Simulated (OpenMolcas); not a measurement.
**N2H (dinitrogen monohydride) at 3 levels**

We compute a comparison of 3 runs (ROMP2/6-31G**, ROMP2/6-311++G(2d,2p), ROMP2/6-311++G(3df,3pd)) of N2H (dinitrogen monohydride). 

Program for the calculation: OpenMolcas 26.06.

## Step 1: Starting point

The species is N2H (3 atoms), meant as a doublet with charge 0. SMILES: `[N]=N`. Geometry: relaxed at PBE0-D4/def2-TZVP.

Bond lengths: N1–N2 1.165 Å, N2–H3 1.057 Å. Angles: N1–N2–H3 117.5°.

## Step 2: The energy at ROMP2/6-31G(d,p) (spherical functions) (run 1)

Input file job.inp:

```
* HN2 ROMP2

&gateway
 baslib=$CurrDir
 coord
 3
 angstrom
 N        0.710530      -0.606720       0.326180
 N       -0.268660      -0.217710      -0.170100
 H       -0.441870       0.824430      -0.156080
 basis=6-31Gss
 group=NoSym

&seward

&scf
 uhf
 spin=2
 prorbitals=0

&rasscf
 fileorb=$Project.UnaOrb
 spin=2
 nactel=1 0 0
 inactive=7
 ras2=1
 outorbitals=Canonical
 orblisting=Nothing

&caspt2
 ipea=0.0
 frozen=2
```

The basis set 6-31G** is read from a file made from the Basis Set Exchange's data (not shown).

The run is started by

```bash
$ export MOLCAS_MEM=1860
$ pymolcas job.inp > job.log
```

The program printed:

```text
--- Start Module: gateway ---
[...]
--- Stop Module: gateway /rc=_RC_ALL_IS_WELL_ ---
[...]
      Basis functions           33
[...]
       Convergence after  18 Iterations
[...]
::    Total SCF energy                               -109.4270640206
[...]
      Total spin, S                                     0.5463471689
[...]
--- Start Module: rasscf ---
[...]
      Number of active orbitals                  1
[...]
      Spin quantum number                      0.5
[...]
      Active orbitals                            1
[...]
      Number of CSFs                             1
[...]
      Number of root(s) required                 1
[...]
      Convergence after 11 iterations
[...]
      printout of CI-coefficients larger than  0.05 for root  1
      energy=    -109.418768
      conf/sym  1     Coeff  Weight
             1  u   1.00000 1.00000
      Natural orbitals and occupation numbers for root  1
      sym 1:   1.000000
      ************************************************************************************************************************
      *                                                    Final results                                                     *
[...]
::    RASSCF root number  1 Total energy:   -109.41876844
[...]
      Total electronic charge=   15.000000
      Total            charge=   -0.000000
[...]
      Dipole Moment (debye):
      Origin of the operator (angstrom)=    0.1979   -0.3693    0.0699
                   X= -5.7603E-01               Y=  1.9524E+00               Z= -1.1167E-01           Total=  2.0387E+00
      Quadrupole Moment (debye*angstrom):
[...]
--- Stop Module: rasscf /rc=_RC_ALL_IS_WELL_ ---
--- Start Module: caspt2 ---
[...]
 ###    WARNING: User changed nr of frozen orbitals.                         ###
 ###############################################################################
[...]
      E2 (Variational):          -0.3131860223
      Total energy:            -109.7319544579
[...]
      Reference weight:           0.89994
[...]
::    CASPT2 Root  1     Total energy:   -109.73195446
[...]
--- Stop Module: caspt2 /rc=_RC_ALL_IS_WELL_ ---
[...]
```

Run time: 2.6 s. Hardware: 1 thread of Arm Neoverse V2, shared host; peak memory 0.37 GiB.

## Step 3: A single-point energy at ROMP2/6-311++G(2d,2p) (run 2)

Input file job.inp:

```
* HN2 ROMP2
>>> EXPORT MOLCAS_PRINT=2
&gateway
baslib
$CurrDir
coord
3
angstrom
N        0.710530      -0.606720       0.326180
N       -0.268660      -0.217710      -0.170100
H       -0.441870       0.824430      -0.156080
basis
6-311ppG2d2p
group
NoSym
&seward
&scf
uhf
spin
2
prorbitals
0
&rasscf
fileorb
$Project.UnaOrb
spin
2
nactel
1 0 0
inactive
7
ras2
1
outorbitals
Canonical
orblisting
Nothing
&caspt2
ipea
0.0
frozen
2
```

The basis set 6-311++G(2d,2p) is read from a file made from the Basis Set Exchange's data (not shown).

The run is started by

```bash
$ export MOLCAS_MEM=1860
$ pymolcas job.inp > job.log
```

The program printed:

```text
--- Start Module: gateway ---
[...]
--- Stop Module: gateway /rc=_RC_ALL_IS_WELL_ ---
[...]
      Basis functions           64
[...]
       Convergence after  20 Iterations
[...]
::    Total SCF energy                               -109.4623246305
[...]
      Total spin, S                                     0.5495436787
[...]
--- Start Module: rasscf ---
[...]
      Number of active orbitals                  1
[...]
      Spin quantum number                      0.5
[...]
      Active orbitals                            1
[...]
      Number of CSFs                             1
[...]
      Number of root(s) required                 1
[...]
      Convergence after 12 iterations
[...]
      printout of CI-coefficients larger than  0.05 for root  1
      energy=    -109.453338
      conf/sym  1     Coeff  Weight
             1  u   1.00000 1.00000
      Natural orbitals and occupation numbers for root  1
      sym 1:   1.000000
      ************************************************************************************************************************
      *                                                    Final results                                                     *
[...]
::    RASSCF root number  1 Total energy:   -109.45333799
[...]
      Total electronic charge=   15.000000
      Total            charge=   -0.000000
[...]
      Dipole Moment (debye):
      Origin of the operator (angstrom)=    0.1979   -0.3693    0.0699
                   X= -5.9585E-01               Y=  1.8905E+00               Z= -1.2901E-01           Total=  1.9864E+00
      Quadrupole Moment (debye*angstrom):
[...]
--- Stop Module: rasscf /rc=_RC_ALL_IS_WELL_ ---
[...]
--- Start Module: caspt2 ---
[...]
 ###    WARNING: User changed nr of frozen orbitals.                         ###
 ###############################################################################
[...]
      E2 (Variational):          -0.3566821934
      Total energy:            -109.8100201861
[...]
      Reference weight:           0.89059
[...]
::    CASPT2 Root  1     Total energy:   -109.81002019
[...]
--- Stop Module: caspt2 /rc=_RC_ALL_IS_WELL_ ---
[...]
```

It took 5.7 s on 1 thread of Arm Neoverse V2, shared host; peak memory 0.4 GiB.

## Step 4: A single-point energy at ROMP2/6-311++G(3df,3pd) (run 3)

Input file job.inp:

```
>>> EXPORT MOLCAS_PRINT=2

&GATEWAY
  BasLib = $CurrDir
  Coord
  3
  angstrom
  N        0.710530      -0.606720       0.326180
  N       -0.268660      -0.217710      -0.170100
  H       -0.441870       0.824430      -0.156080
  Basis = 6-311ppG3df3pd
  Group = NoSym

&SEWARD

&SCF
  UHF
  Spin = 2
  PrOrbitals = 0

&RASSCF
  FileOrb = $Project.UnaOrb
  Spin = 2
  Nactel = 1 0 0
  Inactive = 7
  Ras2 = 1
  OutOrbitals = Canonical
  OrbListing = Nothing

&CASPT2
  IPEA = 0.0
  Frozen = 2
```

The basis set 6-311++G(3df,3pd) is read from a file made from the Basis Set Exchange's data (not shown).

The run is started by

```bash
$ export MOLCAS_MEM=1860
$ pymolcas job.inp > job.log
```

The program printed:

```text
--- Start Module: gateway ---
[...]
--- Stop Module: gateway /rc=_RC_ALL_IS_WELL_ ---
[...]
      Basis functions           96
[...]
       Convergence after  19 Iterations
[...]
::    Total SCF energy                               -109.4668927068
[...]
      Total spin, S                                     0.5477264352
[...]
--- Start Module: rasscf ---
[...]
      Number of active orbitals                  1
[...]
      Spin quantum number                      0.5
[...]
      Active orbitals                            1
[...]
      Number of CSFs                             1
[...]
      Number of root(s) required                 1
[...]
      Convergence after 12 iterations
[...]
      printout of CI-coefficients larger than  0.05 for root  1
      energy=    -109.457796
      conf/sym  1     Coeff  Weight
             1  u   1.00000 1.00000
      Natural orbitals and occupation numbers for root  1
      sym 1:   1.000000
      ************************************************************************************************************************
      *                                                    Final results                                                     *
[...]
::    RASSCF root number  1 Total energy:   -109.45779621
[...]
      Total electronic charge=   15.000000
      Total            charge=   -0.000000
[...]
      Dipole Moment (debye):
      Origin of the operator (angstrom)=    0.1979   -0.3693    0.0699
                   X= -6.0239E-01               Y=  1.8604E+00               Z= -1.3574E-01           Total=  1.9602E+00
      Quadrupole Moment (debye*angstrom):
[...]
--- Stop Module: rasscf /rc=_RC_ALL_IS_WELL_ ---
[...]
--- Start Module: caspt2 ---
[...]
 ###    WARNING: User changed nr of frozen orbitals.                         ###
 ###############################################################################
[...]
      E2 (Variational):          -0.3905390565
      Total energy:            -109.8483352684
[...]
      Reference weight:           0.88689
[...]
::    CASPT2 Root  1     Total energy:   -109.84833527
[...]
--- Stop Module: caspt2 /rc=_RC_ALL_IS_WELL_ ---
[...]
```

Run time: 17 s. Hardware: 1 thread of Arm Neoverse V2, shared host; peak memory 0.53 GiB.

## Step 5: Overview of the runs

```csv
run,level,energy (Eh),wall time
1,ROMP2/6-31G** (spherical functions),-109.731954,2.6 s
2,"ROMP2/6-311++G(2d,2p)",-109.810020,5.7 s
3,"ROMP2/6-311++G(3df,3pd)",-109.848335,17 s
```

## Step 6: Outcome

```
           quantity          value
run 3: total energy  -109.84834 Eh
```

In words: Over the runs the total energy spans 3.167 eV. All runs together took 25 s, the longest 17 s.
